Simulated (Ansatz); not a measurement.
Debugging a ranking of conformers of C₂H₄F₂OS, SMILES O=S(CF)CF (Ansatz 0.2.0 through its Python package).

Script `run_conformers.py`:
```python
"""Conformer energies of C2H4F2OS."""

import ansatz as az
from rdkit import Chem
from rdkit.Chem import AllChem

rd = Chem.AddHs(Chem.MolFromSmiles("O=S(CF)CF"))
ids = list(AllChem.EmbedMultipleConfs(rd, numConfs=20, randomSeed=903, pruneRmsThresh=0.4))
field = [energy for _, energy in AllChem.MMFFOptimizeMoleculeConfs(rd)]
distinct = {round(e, 2): i for i, e in zip(ids, field)}
chosen = sorted(distinct.items())[:4]
found = []
for force_field, index in chosen:
    geometry = az.Crystal.molecule()
    for atom, xyz in zip(rd.GetAtoms(), rd.GetConformer(index).GetPositions()):
        geometry = geometry.atom(atom.GetSymbol(), xyz.round(5).tolist())
    job = (
        geometry.calculation()
        .basis(gaussian="def2-SVP")
        .functional("PBE", dispersion="d4")
        .occupations("fermi_dirac", width=0.1)
    )
    found.append(job.run(threads=1).report["free_energy_ev"])
print("conformer   MMFF (kcal/mol)   this level (kcal/mol)")
for (force_field, index), e in zip(chosen, found):
    print(f"{index:9d} {force_field - chosen[0][0]:17.2f} {23.060548 * (e - min(found)):17.3f}")
```

`python run_conformers.py` gives:
```text
Traceback (most recent call last):
  File "run_conformers.py", line 23, in <module>
    found.append(job.run(threads=1).report["free_energy_ev"])
                 ~~~~~~~^^^^^^^^^^^
  ...
ansatz.RefusalError: invalid value for `basis.gaussian`: such a run doesn't read scf.occupations; remove what it names
```
(Library frames cut from the traceback.)

Why does it end like this?

The fault: in this program a Gaussian-basis run takes no smearing. The correction:

```diff
--- before
+++ after
@@ -20,3 +20,2 @@
         .functional("PBE", dispersion="d4")
-        .occupations("fermi_dirac", width=0.1)
     )
```

After the fix:

```console
$ python run_conformers.py
conformer   MMFF (kcal/mol)   this level (kcal/mol)
        1              0.00             0.000
        3              0.61             2.700
        4              1.04             1.748
        5              5.50             3.797
```

The conformers keep their force-field geometries. The whole script took 14 s on 1 thread of Arm Neoverse V2, on a shared host, peak memory 0.26 GiB.
